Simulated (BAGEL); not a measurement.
**PBE0/6-31G(d) (density fitting with qzvpp-jkfit, spherical functions) run of C2H4F2O (SMILES FCOCF)**

What is the energy change on altering one bond length of C2H4F2O at PBE0/6-31G* (density fitting with qzvpp-jkfit, spherical functions)? 

The calculation is run with BAGEL 1.2.2.

1 further run of the same task is left out (it didn't finish).

## (1) The molecule

The species is C2H4F2O (9 atoms), meant as a singlet with charge 0. SMILES: `FCOCF`. Geometry: relaxed at PBE0-D4/def2-TZVP. This is one conformer, not always the lowest.

Bond lengths: F1–C2 1.375 Å, C2–O3 1.381 Å, O3–C4 1.381 Å, C4–F5 1.375 Å, C2–H6 1.094 Å, C2–H7 1.090 Å, C4–H8 1.094 Å, C4–H9 1.090 Å. Some angles: F1–C2–O3 110.4°, C2–O3–C4 114.8°, O3–C4–F5 110.4°, F1–C2–H6 107.3°, F1–C2–H7 108.3°, O3–C2–H6 111.9°, O3–C2–H7 107.0°, O3–C4–H8 111.9°, O3–C4–H9 107.0°, F5–C4–H8 107.3°.

## (2) A single-point energy at PBE0/6-31G(d) (density fitting with qzvpp-jkfit, spherical functions)

The input, dft.json:

```json
{ "bagel": [

{
  "title": "molecule",
  "basis": "6-31gs.json",
  "df_basis": "qzvpp-jkfit",
  "angstrom": "true",
  "geometry": [
    { "atom": "F", "xyz": [    1.150500,   -1.073900,   -1.107000 ] },
    { "atom": "C", "xyz": [    0.920600,    0.217600,   -0.694100 ] },
    { "atom": "O", "xyz": [   -0.432800,    0.435200,   -0.525300 ] },
    { "atom": "C", "xyz": [   -0.977300,   -0.151800,    0.599900 ] },
    { "atom": "F", "xyz": [   -0.601400,    0.536800,    1.729500 ] },
    { "atom": "H", "xyz": [    1.477000,    0.366000,    0.236200 ] },
    { "atom": "H", "xyz": [    1.255700,    0.893500,   -1.480700 ] },
    { "atom": "H", "xyz": [   -0.643100,   -1.186400,    0.722800 ] },
    { "atom": "H", "xyz": [   -2.060700,   -0.083300,    0.501700 ] }
  ]
},
{
  "title": "ks",
  "xc_func": "pbe0"
},
{
  "title": "print",
  "file": "orbitals.molden",
  "orbitals": "true"
}

]}
```

The basis set 6-31G* is read from a file made from the Basis Set Exchange's data (not shown).

On the command line:

```
BAGEL_NUM_THREADS=1 BAGEL dft.json > dft.out
```

The program printed:

```text
* using 1 threads per process

  ===============================================================
  ===============================================================

  *** Geometry ***

  { "atom" : "F", "xyz" : [      2.174130,     -2.029377,     -2.091927 ] },
  { "atom" : "C", "xyz" : [      1.739682,      0.411204,     -1.311659 ] },
  { "atom" : "O", "xyz" : [     -0.817873,      0.822409,     -0.992673 ] },
  { "atom" : "C", "xyz" : [     -1.846829,     -0.286860,      1.133647 ] },
  { "atom" : "F", "xyz" : [     -1.136481,      1.014405,      3.268281 ] },
  { "atom" : "H", "xyz" : [      2.791125,      0.691640,      0.446353 ] },
  { "atom" : "H", "xyz" : [      2.372929,      1.688470,     -2.798117 ] },
  { "atom" : "H", "xyz" : [     -1.215283,     -2.241971,      1.365894 ] },
  { "atom" : "H", "xyz" : [     -3.894159,     -0.157414,      0.948076 ] },

  Number of auxiliary basis functions:      453

  Since a DF basis is specified, we compute 2- and 3-index integrals:
    o Being stored without compression. Storage requirement is 0.022 GB

  Number of basis functions:       78
  Number of electrons      :       42

    * METHOD: MOLECULE                             0.17

  *** Kohn-Sham DFT ***

    * Removing 17434 points whose weight is below 1.00e-10
    * Grid points: 116720

  === Nuclear Repulsion ===
   193.0903871384

       - DIIS with orbital gradients will be used.

  === KS iteration (pbe0 / 6-31gs.json) ===
      0       -322.38576029          0.13981478           0.31
      1       -306.70436775          0.18453510           0.29
      2       -327.52889827          0.17333820           0.29
      3       -351.41388261          0.05845185           0.29
      4       -352.38370398          0.04187199           0.29
      5       -353.05603077          0.01343907           0.29
      6       -353.11249370          0.00756028           0.29
      7       -353.13610698          0.00176113           0.29
      8       -353.13716193          0.00033174           0.29
      9       -353.13720072          0.00004748           0.30
     10       -353.13720161          0.00000619           0.30
     11       -353.13720162          0.00000276           0.30
     12       -353.13720162          0.00000182           0.30
     13       -353.13720162          0.00000031           0.30
     14       -353.13720162          0.00000009           0.29
     15       -353.13720162          0.00000003           0.29
     16       -353.13720162          0.00000001           0.29
    * SCF iteration converged.

    * Permanent dipole moment:
           (    0.002592,    -0.002945,     0.003702) a.u.

    * METHOD: KS                                   5.52

    * METHOD: PRINT                                0.01

  ===============================================================
```

It took 6 s on 1 thread of Arm Neoverse V2, shared host; peak memory 0.43 GiB.

## (3) The distorted shape, same level

The input, job.json:

```json
{ "bagel" : [

{
  "title" : "molecule",
  "basis" : "6-31gs.json",
  "df_basis" : "qzvpp-jkfit",
  "angstrom" : "true",
  "geometry" : [
    { "atom" : "F", "xyz" : [       1.692206,      -1.108150,      -1.057899 ] },
    { "atom" : "C", "xyz" : [       1.462306,       0.183350,      -0.644999 ] },
    { "atom" : "O", "xyz" : [       0.108906,       0.400950,      -0.476199 ] },
    { "atom" : "C", "xyz" : [      -0.435594,      -0.186050,       0.649001 ] },
    { "atom" : "F", "xyz" : [      -0.059694,       0.502550,       1.778601 ] },
    { "atom" : "H", "xyz" : [       2.018706,       0.331750,       0.285301 ] },
    { "atom" : "H", "xyz" : [       1.797406,       0.859250,      -1.431599 ] },
    { "atom" : "H", "xyz" : [      -0.101394,      -1.220650,       0.771901 ] },
    { "atom" : "H", "xyz" : [      -2.060700,      -0.083300,       0.501700 ] }
  ]
},

{
  "title" : "ks",
  "xc_func" : "pbe0",
  "charge" : 0
},

{
  "title" : "print",
  "file" : "orbitals.molden",
  "orbitals" : "true"
}

]}
```

The basis set 6-31G* is read from a file made from the Basis Set Exchange's data (not shown).

On the command line:

```
BAGEL_NUM_THREADS=1 BAGEL job.json > job.out
```

The program printed:

```text
* using 1 threads per process

  ===============================================================
  ===============================================================

  *** Geometry ***

  { "atom" : "F", "xyz" : [      3.197806,     -2.094100,     -1.999139 ] },
  { "atom" : "C", "xyz" : [      2.763358,      0.346481,     -1.218871 ] },
  { "atom" : "O", "xyz" : [      0.205803,      0.757686,     -0.899886 ] },
  { "atom" : "C", "xyz" : [     -0.823153,     -0.351584,      1.226434 ] },
  { "atom" : "F", "xyz" : [     -0.112805,      0.949682,      3.361069 ] },
  { "atom" : "H", "xyz" : [      3.814801,      0.626917,      0.539141 ] },
  { "atom" : "H", "xyz" : [      3.396605,      1.623747,     -2.705330 ] },
  { "atom" : "H", "xyz" : [     -0.191607,     -2.306694,      1.458681 ] },
  { "atom" : "H", "xyz" : [     -3.894159,     -0.157414,      0.948076 ] },

  Number of auxiliary basis functions:      453

  Since a DF basis is specified, we compute 2- and 3-index integrals:
    o Being stored without compression. Storage requirement is 0.022 GB

  Number of basis functions:       78
  Number of electrons      :       42

    * METHOD: MOLECULE                             0.17

  *** Kohn-Sham DFT ***

    * Removing 16797 points whose weight is below 1.00e-10
    * Grid points: 117357

  === Nuclear Repulsion ===
   190.9479884846

       - DIIS with orbital gradients will be used.

  === KS iteration (pbe0 / 6-31gs.json) ===
      0       -322.48672531          0.13922563           0.31
      1       -304.23572395          0.18042559           0.29
      2       -327.28343538          0.16960965           0.30
      3       -347.95691731          0.08729890           0.30
      4       -347.16023850          0.10626299           0.30
      5       -352.76370738          0.02714635           0.30
      6       -352.95792503          0.01533857           0.29
      7       -353.04051604          0.00662489           0.29
      8       -353.05989228          0.00204365           0.30
      9       -353.06128206          0.00070434           0.30
     10       -353.06152365          0.00008044           0.30
     11       -353.06152661          0.00003327           0.29
     12       -353.06152707          0.00001175           0.29
     13       -353.06152712          0.00000380           0.30
     14       -353.06152713          0.00000101           0.29
     15       -353.06152713          0.00000060           0.29
     16       -353.06152713          0.00000014           0.28
     17       -353.06152713          0.00000007           0.29
     18       -353.06152713          0.00000001           0.29
     19       -353.06152713          0.00000001           0.29
     20       -353.06152713          0.00000000           0.29
    * SCF iteration converged.

    * Permanent dipole moment:
           (   -0.273028,    -0.017554,    -0.007224) a.u.

    * METHOD: KS                                   6.71

    * METHOD: PRINT                                0.01

  ===============================================================
```

It took 7.2 s on 1 thread of Arm Neoverse V2, shared host; peak memory 0.43 GiB.

## (4) Outcome

Level: PBE0/6-31G* (density fitting with qzvpp-jkfit, spherical functions).

| quantity | value |
| --- | --- |
| first shape: total energy | -353.13720 Eh |
| first shape: dipole moment | 0.01 D |
| first shape: HOMO energy | -9.09 eV |
| first shape: LUMO energy | 2.82 eV |
| first shape: HOMO–LUMO gap | 11.91 eV |
| distorted shape: total energy | -353.06153 Eh |
| distorted shape: dipole moment | 0.70 D |
| distorted shape: HOMO energy | -8.57 eV |
| distorted shape: LUMO energy | -0.15 eV |
| distorted shape: HOMO–LUMO gap | 8.42 eV |
| energy change with the C4–H9 bond stretched from 1.090 to 1.635 Å | 2.059 eV |

With the C4–H9 bond stretched from 1.090 to 1.635 Å the energy rises by 2.06 eV (47 kcal/mol). The first shape isn't relaxed at this level, so the change isn't measured from a minimum.
